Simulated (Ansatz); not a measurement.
**C4H8O: up Jacob's ladder to CCSD(T)**

An exercise on one series of results from a longer session: the logs are not shown, and one member is left open.

The runs use Ansatz 0.2.0, Gaussian basis; functionals in def2-TZVPP, the program's frozen cores in correlated methods.

Plan: LDA (SPW92), PBE-D4, revPBE-D4, BLYP-D4, r2SCAN-D4, B97M-V, PBE0-D4, B3LYP-D4, r2SCANh-D4, r2SCAN0-D4, HSE06-D4, BHLYP-D4, CAM-B3LYP-D4, LC-ωPBE, ωB97X-V, ωB97M-V, B2PLYP, PBE-QIDH; CCSD(T)/def2-SVP; CCSD(T)/def2-TZVPP; MP2/def2-QZVPP; extrapolation to the limit; RPA on PBE.

## The relaxed structure

All runs share one geometry, relaxed beforehand with PBE0-D4 in a triple-zeta def2 set.

SMILES `OC1CCC1`, 13 atoms, charge 0, spin multiplicity 1.

Atoms are counted from 1 here; the program's logs count them from 0.

Bond lengths: O1–C2 1.402 Å, O1–H6 0.960 Å, C2–C3 1.528 Å, C2–C5 1.540 Å, C2–H7 1.099 Å, C3–C4 1.542 Å, C3–H8 1.092 Å, C3–H9 1.091 Å, C4–C5 1.541 Å, C4–H10 1.092 Å, C4–H11 1.090 Å, C5–H12 1.092 Å, C5–H13 1.092 Å. Angles: C2–O1–H6 108.9°, O1–C2–C3 114.7°, O1–C2–C5 119.7°, O1–C2–H7 111.0°, C3–C2–C5 88.7°, C3–C2–H7 110.5°, C5–C2–H7 110.4°, C2–C3–C4 88.0°, C2–C3–H8 109.2°, C2–C3–H9 118.4°, C4–C3–H8 111.1°, C4–C3–H9 119.2°, H8–C3–H9 109.3°, C3–C4–C5 88.2°, C3–C4–H10 111.8°, C3–C4–H11 117.6°, C5–C4–H10 111.8°, C5–C4–H11 117.6° and more.

Set-up of the first run:

in.yaml

```yaml
crystal:
  periodic: [false, false, false]
  atoms:
    - {symbol: O, position_ang: [-1.471179, 0.219920, 1.431883]}
    - {symbol: C, position_ang: [-0.232544, 0.248680, 0.775440]}
    - {symbol: C, position_ang: [0.222587, -1.095802, 0.210037]}
    - {symbol: C, position_ang: [0.806758, -0.329678, -0.993464]}
    - {symbol: C, position_ang: [-0.135626, 0.838921, -0.644039]}
    - {symbol: H, position_ang: [-1.652718, 1.091941, 1.791096]}
    - {symbol: H, position_ang: [0.545464, 0.677021, 1.422103]}
    - {symbol: H, position_ang: [-0.653947, -1.678485, -0.082198]}
    - {symbol: H, position_ang: [0.882261, -1.716878, 0.816945]}
    - {symbol: H, position_ang: [1.854585, -0.066539, -0.836593]}
    - {symbol: H, position_ang: [0.705719, -0.783422, -1.979032]}
    - {symbol: H, position_ang: [0.227033, 1.861609, -0.762895]}
    - {symbol: H, position_ang: [-1.098402, 0.732715, -1.149284]}
basis:
  gaussian: {orbitals: def2-TZVPP}
hamiltonian: {xc: lda}
output: {orbitals: {seedname: orbitals}}
```

On the command line:

```console
ansatz run in.yaml --threads 4 --pin off --events-out ev --progress --plain --max-ram 10444MiB
```

Among the steps run: LDA; PBE-D4 (GGA); revPBE-D4 (GGA); BLYP-D4 (GGA); r2SCAN-D4 (meta-GGA); B97M-V (meta-GGA); B3LYP-D4 (hybrid); r2SCANh-D4 (hybrid); r2SCAN0-D4 (hybrid); HSE06-D4 (hybrid); BHLYP-D4 (hybrid); CAM-B3LYP-D4 (range-separated); LC-ωPBE (range-separated); ωB97X-V (range-separated); ωB97M-V (range-separated); B2PLYP (double hybrid); PBE-QIDH (double hybrid).

One of the session's tables, all rows but one given; the rest of the session is left out.

It belongs to the step «Frontier levels by functional». 

| functional | HOMO (eV) | LUMO (eV) | gap (eV) |
| --- | --- | --- | --- |
| LDA (SPW92) | -6.14 | 0.10 | 6.24 |
| PBE-D4 | -6.00 | 0.22 | 6.22 |
| revPBE-D4 | -5.94 | 0.27 | 6.21 |
| BLYP-D4 | ? | ? | ? |
| r2SCAN-D4 | -6.31 | 0.97 | 7.28 |
| B97M-V | -6.47 | 0.47 | 6.94 |
| PBE0-D4 | -7.55 | 1.09 | 8.64 |
| B3LYP-D4 | -7.34 | 0.71 | 8.05 |
| r2SCANh-D4 | -6.89 | 1.23 | 8.12 |
| r2SCAN0-D4 | -7.77 | 1.60 | 9.36 |
| HSE06-D4 | -7.15 | 0.72 | 7.87 |
| BHLYP-D4 | -9.05 | 1.70 | 10.75 |
| CAM-B3LYP-D4 | -9.03 | 1.84 | 10.87 |
| LC-ωPBE | -10.34 | 3.18 | 13.53 |
| ωB97X-V | -10.02 | 2.99 | 13.01 |
| ωB97M-V | -9.95 | 2.52 | 12.47 |

**Question.** Estimate the row for BLYP-D4.

Worked estimate for «HOMO (eV)». Against the share of exact exchange, B3LYP-D4 (0.2, -7.34), BHLYP-D4 (0.5, -9.05) give a slope of -5.70 per unit share; at 0 the line stands at -6.20.

**Answer.** HOMO (eV): -5.93; LUMO (eV): 0.17; gap (eV): 6.09. In «HOMO (eV)» the line misses by -0.27.
